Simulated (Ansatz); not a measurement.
`B[SiH2]N` → BH₃ + `N[SiH]` at 600 K and 1 bar (silylene formation by 1,1-elimination).

Gas-phase electronic energies from Ansatz, PBE0-D4/def2-TZVP geometries. CCSD(T)/CBS adds triple-zeta CCSD(T) − MP2 to the extrapolated MP2 energy (def2 sets, frozen cores). This one scheme is used for every species. Each species was taken in one conformer, which may not be the lowest.

```json
{"species": "`B[SiH2]N`", "CCSD(T)/CBS energy (Eh)": "-372.16627", "H − E (kJ/mol)": "216.6", "S (J/(mol·K))": "383.8"}
{"species": "BH₃", "CCSD(T)/CBS energy (Eh)": "-26.55200", "H − E (kJ/mol)": "91.5", "S (J/(mol·K))": "217.3"}
{"species": "`N[SiH]`", "CCSD(T)/CBS energy (Eh)": "-345.56329", "H − E (kJ/mol)": "117.4", "S (J/(mol·K))": "286.7"}
```

H − E and S are ideal-gas, rigid-rotor, harmonic terms from PBE0-D4/def2-TZVP, for one conformer and one mirror image of each species. 1 Eh = 2625.50 kJ/mol, R = 8.31446 J/(mol·K).

**Question.** By hand: ΔE, ΔH, ΔS and ΔG.

**Answer.** ΔE = (-26.55200) + (-345.56329) − (-372.16627) = 0.05098 Eh = 133.8 kJ/mol. Δ(H − E) = 91.5 + 117.4 − 216.6 = -7.7, so ΔH = 126.1 kJ/mol. ΔS = 217.3 + 286.7 − 383.8 = 120.2 J/(mol·K). ΔG = 126.1 − 600 × (120.2)/1000 = 54.0 kJ/mol.

**Question.** By hand: the equilibrium constant, and the temperature at which ΔG would vanish if ΔH and ΔS stayed fixed.

**Answer.** log₁₀ K = −ΔG/(RT ln 10) = -4.7. ΔG = 0 at ΔH/ΔS = 1049 K.

The number of gas molecules changes by +1, which sets the sign of ΔS. A doubt of 5 kJ/mol in ΔE shifts log₁₀ K by 0.4 here. Other conformers and mirror images would add mixing entropy, several J/(mol·K) or more a flexible species. These are equilibria of isolated gas molecules and say nothing of rates. Largest T1 diagnostic: 0.015 (customary marks: 0.02 for closed shells, 0.045 for open ones).
